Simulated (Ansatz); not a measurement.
bcc Na, treated with PBE-D4 (plane waves, PAW; Ansatz, an electronic-structure program).

Settings: plane-wave cutoff 520 eV, 18×18×18 k mesh, Fermi–Dirac smearing 0.05 eV, scalar-relativistic PAW data made under PBE.

Cell (relaxed at this level):

Space group Im-3m (No. 229); a = 4.1868 Å, b = 4.1868 Å, c = 4.1868 Å, α = 90.00°, β = 90.00°, γ = 90.00°

```
atom  site  symmetry       x       y       z
----  ----  --------  ------  ------  ------
Na      2a      m-3m  0.0000  0.0000  0.0000
```
(The calculation used a cell of 1 atom; values per cell refer to that cell.)

Task: Give the computed bulk modulus and pressure derivative B′ of the bulk modulus.

Result: 
- bulk modulus: 7.87 GPa
- pressure derivative B′ of the bulk modulus: 3.7

The run finds no gap.

Measured, for comparison: bulk modulus 7.9 GPa (0 K value with the zero-point phonon effect removed, our sources range from 7.63 to 7.91; as tabulated in Mejia-Rodriguez and Trickey (2018), arXiv:1807.09216). Computed (rounded) less measured: bulk modulus -0.4 % (inside the range of the sources held).

Static lattice: no zero-point or thermal effects.

Cost on a shared machine: roughly 40 core-seconds.
